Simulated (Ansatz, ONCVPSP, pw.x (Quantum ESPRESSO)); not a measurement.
**What a changed setting does to a pw.x run (fcc Hf)**

Potential: optimised norm-conserving Vanderbilt (ONCV), ONCVPSP 4.0.1, PBEsol; core [Kr] 4d10 4f14, reference 5s2 5p6 5d2 6s1.5 6p0.5; waves: 5s+6s: rc 1.95 bohr, ncon 4, nbas 8, qcut 6.1 1/bohr, 2 projectors; 5p+6p: rc 2.60 bohr, ncon 4, nbas 8, qcut 6.3 1/bohr, 2 projectors; 5d: rc 2.50 bohr, ncon 4, nbas 8, qcut 6.6 1/bohr, 2 projectors, debl 3.7 Ha; local part: polynomial inside 1.85 bohr (lpopt 5, dvloc0 -1 Ha); core correction: none.

The reference run (k-mesh 13³, cutoffs 40/160 Ry, Fermi–Dirac 0.01 Ry, mixing_beta 0.4, conv_thr 1e-9, no spin) gives -0.46 GPa at 21.622 Å³/atom, where all-electron LAPW gives 0.13 GPa. This run, with its own iteration cap, changes diagonalization to rmm-davidson.

```
&control
  calculation='scf', prefix='x', pseudo_dir='./', outdir='./tmp', tstress=.true., disk_io='none'
/
&system
  ibrav=0, nat=1, ntyp=1, ecutwfc=40, ecutrho=160, nbnd=14,
  occupations='smearing', smearing='fd', degauss=0.01
/
&electrons
  conv_thr=1e-09, mixing_beta=0.4, electron_maxstep=60, diagonalization='rmm-davidson'
/
ATOMIC_SPECIES
Hf 1.0 Hf.UPF
CELL_PARAMETERS angstrom
  0.00000000 2.21116910 2.21116910
  2.21116910 0.00000000 2.21116910
  2.21116910 2.21116910 0.00000000
ATOMIC_POSITIONS crystal
Hf 0.0000 0.0000 0.0000
K_POINTS automatic
13 13 13 0 0 0
```

```bash
pw.x < Hf.scf.in > Hf.scf.out
```

Q: How does the run end?

A: It converges in 7 iterations; the free energy moves by +0.0 meV/atom and the pressure by -0.01 GPa. The result is that of the reference run.

```
Message from routine setup:
     using ibrav=0 with symmetry is DISCOURAGED, use correct ibrav instead
     lattice parameter (alat)  =       5.9093  a.u.
     unit-cell volume          =     145.9125 (a.u.)^3
     number of electrons       =        12.00
     number of Kohn-Sham states=           14
     kinetic-energy cutoff     =      40.0000  Ry
     charge density cutoff     =     160.0000  Ry
     scf convergence threshold =      1.0E-09
     Exchange-correlation= PBESOL
     number of k points=    84  Fermi-Dirac smearing, width (Ry)=  0.0100
     iteration #  1     ecut=    40.00 Ry     beta= 0.40
     total energy              =     -99.88154718 Ry
     estimated scf accuracy    <       0.02568778 Ry
     iteration #  2     ecut=    40.00 Ry     beta= 0.40
     total energy              =     -99.88085494 Ry
     estimated scf accuracy    <       0.00467814 Ry
     iteration #  3     ecut=    40.00 Ry     beta= 0.40
     total energy              =     -99.88144492 Ry
     estimated scf accuracy    <       0.00018680 Ry
     iteration #  4     ecut=    40.00 Ry     beta= 0.40
     total energy              =     -99.88145927 Ry
     estimated scf accuracy    <       0.00000310 Ry
     iteration #  5     ecut=    40.00 Ry     beta= 0.40
     total energy              =     -99.88146067 Ry
     estimated scf accuracy    <       0.00000022 Ry
     iteration #  6     ecut=    40.00 Ry     beta= 0.40
     total energy              =     -99.88146064 Ry
     estimated scf accuracy    <       0.00000014 Ry
     iteration #  7     ecut=    40.00 Ry     beta= 0.40
     the Fermi energy is    14.6903 ev
!    total energy              =     -99.88146065 Ry
     estimated scf accuracy    <          8.6E-10 Ry
     smearing contrib. (-TS)   =      -0.00638206 Ry
     The total energy is F=E-TS. E is the sum of the following terms:
     one-electron contribution =     -23.49194351 Ry
     hartree contribution      =      14.55266362 Ry
     xc contribution           =     -11.93382373 Ry
     ewald contribution        =     -79.00197497 Ry
     convergence has been achieved in   7 iterations
          total   stress  (Ry/bohr**3)                   (kbar)     P=       -4.70
     Message from routine punch:
     Nothing written, as per user request (disk_io='none')
```

The run took about 14 s on one core of a shared host (AMD EPYC 7R43 64-Core Processor, 256 threads, 1004 GiB, load 200).
